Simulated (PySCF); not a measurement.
Can point charges reproduce the dipole moment of `N#CC1=CC=CC=C1`?

Coordinates (PBE0-D3(BJ)/def2-SVP, Å) and charges (e) from the PBE0/pcSseg-1 density (PySCF):

```tsv
atom	x	y	z	Mulliken	IAO	Hirshfeld	ESP-fitted
N1	3.575	0.678	-0.019	-0.2440	-0.2373	-0.2185	-0.4367
C2	2.434	0.477	-0.032	+0.1507	+0.1357	+0.0749	+0.3309
C3	1.023	0.228	-0.048	-0.2624	-0.0465	+0.0087	+0.0233
C4	0.122	1.300	0.039	+0.0299	-0.1263	-0.0293	-0.1669
C5	-1.246	1.052	0.023	-0.0885	-0.1434	-0.0383	-0.1217
C6	-1.721	-0.255	-0.080	-0.0674	-0.1319	-0.0319	-0.1208
C7	-0.826	-1.322	-0.167	-0.0886	-0.1434	-0.0383	-0.1239
C8	0.545	-1.087	-0.152	+0.0301	-0.1263	-0.0293	-0.1636
H9	0.504	2.319	0.120	+0.1055	+0.1688	+0.0627	+0.1706
H10	-1.948	1.887	0.091	+0.1101	+0.1610	+0.0590	+0.1466
H11	-2.797	-0.445	-0.092	+0.1089	+0.1599	+0.0586	+0.1452
H12	-1.199	-2.345	-0.248	+0.1101	+0.1610	+0.0590	+0.1474
H13	1.253	-1.914	-0.220	+0.1055	+0.1688	+0.0627	+0.1695
```

**Question.** What dipole does each set of charges give (1 e·Å = 4.803 D), and what does the density give?

**Answer.** The full density gives (-4.56, -0.80, -0.05) D, 4.63 D in size; dipole vectors point from the negative to the positive end.

```json
{"scheme": "Mulliken", "μx": "-4.42", "μy": "-0.78", "μz": "-0.05", "size (D)": "4.49", "share of the full size (%)": "97", "angle to the full dipole (°)": "0"}
{"scheme": "IAO", "μx": "-3.76", "μy": "-0.66", "μz": "-0.04", "size (D)": "3.82", "share of the full size (%)": "82", "angle to the full dipole (°)": "0"}
{"scheme": "Hirshfeld", "μx": "-3.43", "μy": "-0.60", "μz": "-0.04", "size (D)": "3.49", "share of the full size (%)": "75", "angle to the full dipole (°)": "0"}
{"scheme": "ESP-fitted", "μx": "-4.56", "μy": "-0.81", "μz": "-0.05", "size (D)": "4.63", "share of the full size (%)": "100", "angle to the full dipole (°)": "0"}
```

**Question.** Which set comes closest?

**Answer.** Length of the difference vector: ESP-fitted 0.00 D, Mulliken 0.14 D, IAO 0.81 D, Hirshfeld 1.14 D. Closest: ESP-fitted. ESP charges are fitted to the potential around the molecule, whose slowest-falling term is the dipole's. 

**Question.** What is left for the Hirshfeld atoms' own dipoles?

**Answer.** The Hirshfeld atoms' densities add up to the full density, so μ = Σ q r + Σ (atomic dipoles). The atomic dipoles sum to (-4.56, -0.80, -0.05) − (-3.43, -0.60, -0.04) = (-1.13, -0.20, -0.01) D, 1.14 D in size.

**Question.** With the origin at the mean of the coordinates, (-0.021, 0.044, -0.060) Å, which are the largest single terms, by size, of the Hirshfeld dipole along the direction of the full one?

**Answer.** N1 +3.83, C2 -0.90, H11 +0.79, H12 +0.45, H10 +0.45 D; all 13 atoms together +3.49 D. The single terms depend on the origin, their sum doesn't.

**Question.** Give the size of the full dipole in other units.

**Answer.** 4.63 D = 1.821 au = 0.964 e·Å = 15.44 × 10⁻³⁰ C·m.

Isolated species at its PBE0-D3(BJ)/def2-SVP geometry, gas phase.
